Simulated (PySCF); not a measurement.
NO₂, SMILES [O]N=O (connectivity only; charge and spin as stated), charge -1, multiplicity 1.

The structure is a stationary point at B3LYP-D3(BJ)/def2-TZVPD. The multiplicity is an assumed one; other spin states were not compared. The isomer is the one that the SMILES or the coordinates give; other isomers of the formula were not compared.

Level of theory: B3LYP-D3(BJ)/def2-TZVPD in PySCF.

Frequencies are harmonic and unscaled.

Task: Give all harmonic wavenumbers and intensities. (An estimate is asked for; the answer gives what the named calculation found.)

Result: 
```
mode  ν (cm⁻¹)  IR (km/mol)  moving atoms (share of kinetic energy)
----  --------  -----------  --------------------------------------
1          800          0.5                          O 80 %, N 20 %
2         1287        769.7                          N 62 %, O 38 %
3         1336          3.8                          O 50 %, N 50 %
```
